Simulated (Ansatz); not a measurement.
Two structures of SiNH7S, closed shell, reached by relaxing down either side of one saddle point (PBE0-D4/def2-TZVP). Energies are electronic, without zero-point energy. Computed with Ansatz 0.2.0 (basis: def2-TZVPP and def2-QZVPP); correlated methods freeze the cores. Extrapolation: Hartree–Fock as exp(−7.88 √X), correlation as X^−2.97. First:

```xyz
10
angstrom
Si -0.2655 -0.1448 0.5609
H 1.1457 -0.3485 0.1419
H -1.1295 -0.9635 -0.3397
H -0.6668 1.2772 0.4222
N -0.3595 -0.5389 2.2372
H 1.0067 -0.1605 -3.0137
S 0.2118 0.9101 -2.8682
H 0.0133 -1.4163 2.5633
H -1.1882 -0.2945 2.7556
H 1.2318 1.6796 -2.4596
```

Second:

Si1  (-1.084, 0.454, -0.075)
H2  (2.097, -2.200, -0.509)
H3  (-1.971, -0.615, -0.609)
H4  (-1.910, 1.592, 0.401)
N5  (-0.087, 0.031, 1.244)
H6  (1.835, -1.596, -0.865)
S7  (0.081, 0.935, -1.800)
H8  (0.574, -0.726, 1.198)
H9  (-0.352, 0.259, 2.187)
H10  (0.819, 1.867, -1.173)
(Å)

(1) Which bonds change from the first to the second?

(2) Give the saddle point's structure and its height above each. (To be estimated.)

No T1 diagnostic of these runs exceeds 0.013.

Results:

(1) SiNH₅ ([NH2][SiH3]) + H₂S → SiNH₅S ([NH2][SiH2][SH]) + H₂; bonds formed: Si1–S7, H2–H6; bonds broken: Si1–H2, H6–S7.

(2) By the calculation: 1.886 eV above the first and 2.375 eV above the second (CCSD(T) at an estimated basis limit (MP2 extrapolated from triple and quadruple zeta, plus CCSD(T) − MP2 in triple zeta)).
| atom | x (Å) | y (Å) | z (Å) |
| --- | --- | --- | --- |
| Si1 | -0.5529 | -0.1340 | -0.0078 |
| H2 | 0.8312 | -1.0066 | -0.4064 |
| H3 | -1.4007 | -1.1340 | -0.7033 |
| H4 | -1.3648 | 1.1088 | 0.1563 |
| N5 | -0.0496 | -0.2792 | 1.6158 |
| H6 | 0.8619 | -0.3677 | -1.2688 |
| S7 | 0.3270 | 0.8263 | -2.1619 |
| H8 | 0.5910 | -0.9728 | 1.9619 |
| H9 | -0.4252 | 0.3202 | 2.3324 |
| H10 | 1.1820 | 1.6390 | -1.5183 |

Labels in which every atom is bracketed show which atoms are joined, not bond orders.

For scale, one of the runs: CCSD(T)/def2-TZVPP, 213 basis functions (an equivalent command: `ansatz run in.yaml --threads 4`). The run took 32 s on 4 CPU threads (shared host), with 2.8 GiB of host memory at its peak.
